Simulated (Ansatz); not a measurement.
Wavefunction ladder for H$_{4}$OSi$_{2}$

| atom | x (Å) | y (Å) | z (Å) |
| --- | --- | --- | --- |
| O1 | 0.097 | -0.914 | -0.416 |
| Si2 | 0.570 | -2.085 | 0.639 |
| Si3 | -0.254 | 0.697 | -0.506 |
| H4 | -0.098 | 1.322 | 0.832 |
| H5 | 0.661 | -1.197 | 1.906 |
| H6 | 0.676 | 1.328 | -1.475 |
| H7 | -1.651 | 0.849 | -0.981 |

Charge 0, multiplicity 1. The bonds changed during the relaxation, so this is another structure than the one it started from. The geometry is a stationary point of PBE0-D4/def2-TZVP. Frozen core, restricted reference, the Gaussian-basis code of Ansatz. CBS rows extrapolate triple and quadruple zeta; past MP2 they add the triple-zeta difference.

| basis | HF (Eh) | MP2 corr. | CCSD corr. | (T) | CCSD(T) total |
| --- | --- | --- | --- | --- | --- |
| def2-SVP | -654.83654 | ? | -0.40634 | -0.00961 | ? |
| def2-TZVPP | -655.14678 | -0.46223 | -0.50126 | -0.01753 | -655.66557 |
| def2-QZVPP | ? | ? | – | – | – |
| CBS(def2) | ? | -0.52512 | -0.56415 | as TZ | ? |

Fill in the withheld values. (An estimate is asked.)

The calculation gave: def2-SVP MP2 corr.: -0.36393; def2-SVP CCSD(T) total: -655.25249; def2-QZVPP HF (Eh): -655.16914; def2-QZVPP MP2 corr.: -0.49836; CBS(def2) HF (Eh): -655.17221; CBS(def2) CCSD(T) total: -655.75389.
